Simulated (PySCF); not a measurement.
Solvent effects on NMR parameters

Bonds (- single, = double, # triple, : aromatic): C1=P2. C1 carries H3, H4; P2 carries H5. H3 is cis to H5; H4 is trans to H5.

GIAO PBE0/pcSseg-1 in PySCF 2.14 on one PBE0-D3(BJ)/def2-SVP conformer, non-relativistic, equivalent nuclei averaged. Solvents enter as an IEF-PCM continuum (chloroform with ε = 4.7, water with ε = 78.4) around the gas-phase geometry. Shifts are referred to TMS, PH3 computed in the same medium.

In chloroform, δ in ppm: C1 200.5, P2 536.8, H3 9.01, H4 8.86, H5 6.94. Dipole moment 1.28 D.

Q: How does each δ change in the more polar medium?

A: 
| atoms | environment | Δδ, water |
| --- | --- | --- |
| C1 | carbon double-bonded to a heavier main-group atom | +1.8 |
| P2 | phosphorus bonded to C, H | -1.1 |
| H3 | hydrogen on a carbon double-bonded to a heavier main-group atom | +0.09 |
| H4 | hydrogen on a carbon double-bonded to a heavier main-group atom | +0.08 |
| H5 | hydrogen on a phosphorus bonded to C | +0.04 |

Changes are relative to chloroform. The dipole moment becomes 1.39 D in water.

Q: Which nuclei move most (in ppm), and what does the model miss?

A: C1 (carbon double-bonded to a heavier main-group atom, +1.8 ppm) in water. A continuum only polarises the solute; specific hydrogen bonds, the anisotropy of aromatic solvents and changes of geometry or conformer are outside it.
